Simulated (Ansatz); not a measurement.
## Competing steps

Reactants: SiNH₅ ([NH2][SiH3]) + H₂S (brackets give SMILES or just the links). Saddle points were found for several chosen steps; others may exist. Gas-phase electronic energies, without zero-point energy, by CCSD(T) at an estimated basis limit (MP2 extrapolated from triple and quadruple zeta, plus CCSD(T) − MP2 in triple zeta); Ansatz 0.2.0, def2-TZVPP and QZVPP, frozen cores, on PBE0-D4/def2-TZVP structures. Extrapolation: Hartree–Fock as exp(−7.88 √X), correlation as X^−2.97. No counterpoise correction.

(1) Rank the steps by the energy of their saddle points, lowest first, and give each saddle's height above the lowest. (To be estimated.)
A. four-centre ligand exchange, to SiH₄S ([SiH3][SH]) + NH₃ (breaks or loosens H–S, N–Si; forms H–N, S–Si)
B. four-centre ligand exchange, to SiNH₅S ([NH2][SiH2][SH]) + H₂ (breaks or loosens H–S, H–Si; forms H–H, S–Si)

(2) Does the lowest of these saddles lead to the lowest end structure (the products still in contact)? (Judge from chemistry; the calculation decides.)

T1 diagnostic: at most 0.013.

For scale, one of the runs: CCSD(T)/def2-TZVPP, 213 basis functions, launched by `ansatz run in.yaml --threads 4 --pin off --events-out ev --progress --plain --max-ram 9574MiB`. The run took 39 s on 4 CPU threads of an Arm Neoverse V1 (shared host), with 2.8 GiB of host memory at its peak.

Results:

(1) The calculation gives: A (0.0 kJ/mol), B (96.1 kJ/mol). Heights count from the lowest.

The lowest of these saddles lies at 79.7 kJ/mol relative to the separated reactants.

(2) The calculation gives: No: the step over a higher saddle ends lower. Relative to the separated reactants, the ends lie at -29.2 (SiH₄S ([SiH3][SH]) + NH₃); -53.3 (SiNH₅S ([NH2][SiH2][SH]) + H₂) kJ/mol.
